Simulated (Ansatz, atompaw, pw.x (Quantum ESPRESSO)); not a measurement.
**pw.x on bcc W: one setting changed**

Potential: PAW, atompaw 4.2.0.5, PBE; core [Kr] 4d10, reference 4f13 5s2 5p6 5d5 6s2 6p0; waves: 5s (bound); 6s (bound); 5p (bound); 6p (bound, empty); 5d (bound); 5d channel at 2.6 Ry; 4f (bound); 4f channel at -2.5 Ry; local part: troulliermartins scheme with l = 4 at -0.5 Ry, radius 2.20 bohr; core correction: smooth core density matched at 1.25 bohr; augmentation: sinc compensation charge, radius 2.10 bohr; PAW radius 2.45 bohr; waves and projectors: bloechl.

The reference run (k-mesh 14³, cutoffs 85/850 Ry, Fermi–Dirac 0.01 Ry, mixing_beta 0.4, conv_thr 1e-9, no spin) gives 0.81 GPa at 16.130 Å³/atom, where all-electron LAPW gives 0.30 GPa. This run, with its own iteration cap, changes electron_maxstep to 2, a wrong or extreme entry chosen on purpose.

```
&control
  calculation='scf', prefix='x', pseudo_dir='./', outdir='./tmp', tstress=.true., disk_io='none'
/
&system
  ibrav=0, nat=1, ntyp=1, ecutwfc=85, ecutrho=850, nbnd=23,
  occupations='smearing', smearing='fd', degauss=0.01
/
&electrons
  conv_thr=1e-09, mixing_beta=0.4, electron_maxstep=2
/
ATOMIC_SPECIES
W 1.0 W.UPF
CELL_PARAMETERS angstrom
  -1.59168867 1.59168867 1.59168867
  1.59168867 -1.59168867 1.59168867
  1.59168867 1.59168867 -1.59168867
ATOMIC_POSITIONS crystal
W 0.0000 0.0000 0.0000
K_POINTS automatic
14 14 14 0 0 0
```

```bash
pw.x < W.scf.in > W.scf.out
```

**Question.** How does the run end?

**Answer.** It does not reach self-consistency within its iteration cap.

```
Message from routine setup:
     using ibrav=0 with symmetry is DISCOURAGED, use correct ibrav instead
     lattice parameter (alat)  =       5.2098  a.u.
     unit-cell volume          =     108.8506 (a.u.)^3
     number of electrons       =        28.00
     number of Kohn-Sham states=           23
     kinetic-energy cutoff     =      85.0000  Ry
     charge density cutoff     =     850.0000  Ry
     scf convergence threshold =      1.0E-09
     Exchange-correlation= SLA PW PBX PBC
     number of k points=   104  Fermi-Dirac smearing, width (Ry)=  0.0100
     iteration #  1     ecut=    85.00 Ry     beta= 0.40
     total energy              =   -1308.61405295 Ry
     estimated scf accuracy    <       0.04840253 Ry
     iteration #  2     ecut=    85.00 Ry     beta= 0.40
     total energy              =   -1308.61223750 Ry
     estimated scf accuracy    <       0.01031074 Ry
     convergence NOT achieved after   2 iterations: stopping
     Message from routine punch:
     Nothing written, as per user request (disk_io='none')
```

The run took about 27 s on one core of a shared host (Intel(R) Xeon(R) Platinum 8259CL CPU @ 2.50GHz, 96 threads, 755 GiB, load 46).
